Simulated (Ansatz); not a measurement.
**CH₇NSi: vertical ionisation energy**

The task here is to estimate one member of a computed series from the others.

Computed with Ansatz 0.2.0, Gaussian basis. Level: unrestricted cation, the program's frozen cores in correlated methods.

The runs, in order: UKS PBE-D4/def2-TZVPP; UKS r2SCAN-D4/def2-TZVPP; UKS PBE0-D4/def2-TZVPP; UKS B3LYP-D4/def2-TZVPP; UKS wB97X-V/def2-TZVPP; UKS wB97M-V/def2-TZVPP; UKS B2PLYP/def2-TZVPP; UHF-CCSD(T)/def2-TZVPP; UHF-CCSD(T)/def2-QZVPP; extrapolation to the limit; then −ε(HOMO) from the neutral's earlier runs with LDA (SPW92), PBE-D4, revPBE-D4, BLYP-D4, r2SCAN-D4, B97M-V, PBE0-D4, B3LYP-D4, r2SCANh-D4, r2SCAN0-D4, HSE06-D4, BHLYP-D4, CAM-B3LYP-D4, LC-ωPBE, ωB97X-V, ωB97M-V.

## The relaxed structure

The geometry comes from an earlier relaxation with PBE0-D4 in a triple-zeta def2 set; it is a stationary point, not always the lowest conformer.

SMILES `C[SiH2]N`, 10 atoms, charge 0, spin multiplicity 1.

Atoms are counted from 1 here; the program's logs count them from 0.

Bond lengths: C1–Si2 1.871 Å, C1–H4 1.094 Å, C1–H5 1.093 Å, C1–H6 1.093 Å, Si2–N3 1.720 Å, Si2–H7 1.489 Å, Si2–H8 1.489 Å, N3–H9 1.007 Å, N3–H10 1.007 Å. Angles: Si2–C1–H4 110.5°, Si2–C1–H5 111.2°, Si2–C1–H6 111.2°, H4–C1–H5 107.9°, H4–C1–H6 107.9°, H5–C1–H6 108.0°, C1–Si2–N3 116.4°, C1–Si2–H7 108.4°, C1–Si2–H8 108.4°, N3–Si2–H7 106.9°, N3–Si2–H8 106.9°, H7–Si2–H8 109.8°, Si2–N3–H9 120.7°, Si2–N3–H10 120.7°, H9–N3–H10 111.1°.

Set-up of the first run:

The input, in.yaml:

```yaml
crystal:
  periodic: [false, false, false]
  atoms:
    - {symbol: C, position_ang: [-1.164036, 0.523693, -0.550479]}
    - {symbol: Si, position_ang: [0.201262, -0.665157, -0.076718]}
    - {symbol: N, position_ang: [1.478051, -0.020913, 0.879671]}
    - {symbol: H, position_ang: [-1.921775, 0.016263, -1.154969]}
    - {symbol: H, position_ang: [-0.773154, 1.361008, -1.134476]}
    - {symbol: H, position_ang: [-1.657858, 0.930922, 0.335654]}
    - {symbol: H, position_ang: [0.818482, -1.192399, -1.324873]}
    - {symbol: H, position_ang: [-0.399190, -1.784167, 0.700508]}
    - {symbol: H, position_ang: [2.165163, 0.592997, 0.474429]}
    - {symbol: H, position_ang: [1.336154, 0.186654, 1.854353]}
basis:
  gaussian: {orbitals: def2-TZVPP}
total_charge: 1
magnetization: {spin_polarized: true, initial_magnetization: 1}
hamiltonian: {xc: pbe, dispersion: d4}
```

Launch:

```console
$ ansatz run in.yaml --threads 2 --pin off --events-out ev --progress --plain --max-ram 32768MiB --backend cpu
```

Steps of the session up to this table: Cation, UKS PBE-D4/def2-TZVPP; Cation, UKS r2SCAN-D4/def2-TZVPP; Cation, UKS PBE0-D4/def2-TZVPP; Cation, UKS B3LYP-D4/def2-TZVPP; Cation, UKS wB97X-V/def2-TZVPP; Cation, UKS wB97M-V/def2-TZVPP; Cation, UKS B2PLYP (frozen core)/def2-TZVPP; Cation, UHF-CCSD(T)/def2-TZVPP; Cation, UHF-CCSD(T)/def2-QZVPP.

One of the session's tables, all rows but one given; the rest of the session is left out.

For comparison, −ε(HOMO) of the neutral from earlier runs:

```
  functional  −ε(HOMO) (eV)
 LDA (SPW92)           5.92
      PBE-D4           5.79
   revPBE-D4           5.73
     BLYP-D4           5.68
   r2SCAN-D4           6.08
      B97M-V           6.22
     PBE0-D4           7.19
    B3LYP-D4           6.97
  r2SCANh-D4           6.61
  r2SCAN0-D4           7.40
    HSE06-D4           6.79
    BHLYP-D4           8.53
CAM-B3LYP-D4              ?
     LC-ωPBE          10.02
     ωB97X-V           9.65
     ωB97M-V           9.55
```

Q: Estimate the row for CAM-B3LYP-D4 from the others.

**Answer.** −ε(HOMO) (eV): 8.63. In the column «−ε(HOMO) (eV)» it lies between BHLYP-D4 (8.53) and ωB97M-V (9.55).
